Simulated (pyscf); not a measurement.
PySCF, gas phase, ωB97X-D3(BJ)/def2-SVP geometries. Correlated levels are frozen-core, on RHF or UHF. ΔMP2 is the change of the MP2 total energy from the triple- to the quadruple-zeta basis.

### Question
Estimate the classical barrier height and the reaction energy of H₂N–NH₂ + GaH₃ -> H₂N–GaH₂ + NH₃ at CCSD(T)/def2-TZVPP + ΔMP2(QZVPP). The step runs on the singlet surface, breaks N–N, Ga–H and forms Ga–N, H–N; take the separated reactants as zero.

### Answer
ΔE‡ = 58.1 kcal/mol, ΔE = -58.1 kcal/mol. Zero-point energy shifts the barrier by -0.5 kcal/mol. It is a four-centre exchange, with an imaginary mode of 1394i cm⁻¹. On the reactant side the descent ends in an adduct with a Ga–N contact, 26.6 kcal/mol under the separated species and 93.8 kcal/mol under the saddle at ωB97X-D3(BJ)/def2-TZVP. On the product side the descent ends in an adduct with a Ga–N contact (not fully relaxed), 19.7 kcal/mol under the separated species and 140.9 kcal/mol under the saddle at ωB97X-D3(BJ)/def2-TZVP. What is counted as formed (Ga–N) is already present as a longer contact in the reactant adduct; forming that adduct is a step of its own. At ωB97X-D3(BJ) the barrier from the zero used here is 67.2 kcal/mol. This is the saddle that the search found; another between the same sides may lie lower. One closed-shell reference is unstable to symmetry breaking; treat the single-reference values with care. The CCSD(T) − MP2 part came from Ansatz, without density fitting, on the same reference. The largest closed-shell T1 diagnostic is 0.032, which may signal static correlation. The frozen core leaves the outer d or s,p core shells of the metals and heavy elements correlated in the MP2 and CC values, and def2-TZVPP describes them poorly, which can shift differences by a few kcal/mol. Elements up to Kr have no core potential and no relativistic terms here.
